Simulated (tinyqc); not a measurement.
The integration grid: Kohn-Sham B3LYP on finer and finer grids in the sto-3g basis, for LiH+, spin multiplicity 2. Computed by the program tinyqc with PySCF. 

Geometry (angstrom):

| atom | x | y | z |
|---|---|---|---|
| Li | 0.0000 | 0.0000 | 0.0000 |
| H | 0.0000 | 0.0000 | 2.0520 |

Self-consistent on each grid; the net force on the molecule should vanish.

Kohn-Sham energy on Becke grids (radial x angular points per atom):

| grid | points | residual of the electron count | E (hartree) | E - finest (mhartree) | largest net force without grid terms (hartree/bohr) |
|---|---|---|---|---|---|
| 10 x 14 | 274 | 3.33e-02 | -7.70702 | -33.94428 | 1.28e-02 |
| 15 x 26 | 772 | -3.52e-03 | -7.67214 | 0.93852 | 7.50e-03 |
| 20 x 50 | 1989 | 1.19e-03 | -7.67322 | -0.14967 | 9.06e-05 |
| 30 x 86 | 5143 | 4.32e-04 | -7.67314 | -0.06080 | 1.97e-04 |
| 50 x 194 | 19364 | 1.68e-05 | -7.67308 | -0.00645 | 1.50e-05 |
| 75 x 302 | 45226 | -2.37e-06 | -7.67307 | 0.00093 | 4.01e-07 |
| 120 x 590 | 141436 | -2.08e-08 | -7.67307 | 0.00000 | 2.61e-07 |

The energy is within 0.1 mhartree of the finest grid first at 30 x 86. The error has both signs, since quadrature is not variational. The electron count and the net force are cheap signs of a poor grid.
